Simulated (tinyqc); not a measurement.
Inside a calculation. Method: extended Hueckel theory, for BH3. One step of it, computed by the program tinyqc.

Task: Wolfsberg-Helmholz matrix. H_ij = K' S_ij (H_ii + H_jj)/2 for i != j (the diagonal keeps H_ii), with K' = K + D^2 + D^4 (1 - K), D = (H_ii - H_jj)/(H_ii + H_jj), K = 1.5.

overlap S, lower triangle:
```
           1B 2s     1B 2px     1B 2py     1B 2pz     2H 1s     3H 1s     4H 1s
1B 2s   1.000000
1B 2px  0.000000   1.000000
1B 2py  0.000000   0.000000   1.000000
1B 2pz  0.000000   0.000000   0.000000   1.000000
2H 1s   0.512356   0.546082   0.000000  -0.009109  1.000000
3H 1s   0.512637  -0.273023   0.473112  -0.009117  0.107540  1.000000
4H 1s   0.512637  -0.273023  -0.473112  -0.009117  0.107540  0.107571  1.000000
```

diagonal H_ii (eV): 1B 2s -15.200000, 1B 2px -8.500000, 1B 2py -8.500000, 1B 2pz -8.500000, 2H 1s -13.600000, 3H 1s -13.600000, 4H 1s -13.600000

K = 1.500000

Give: H.

Result:

H (eV), lower triangle:
```
          1B 2s  1B 2px  1B 2py  1B 2pz    2H 1s    3H 1s    4H 1s
1B 2s   -15.200
1B 2px    0.000  -8.500
1B 2py    0.000   0.000  -8.500
1B 2pz    0.000   0.000   0.000  -8.500
2H 1s   -11.090  -9.364   0.000   0.156  -13.600
3H 1s   -11.096   4.682  -8.113   0.156   -2.194  -13.600
4H 1s   -11.096   4.682   8.113   0.156   -2.194   -2.194  -13.600
```
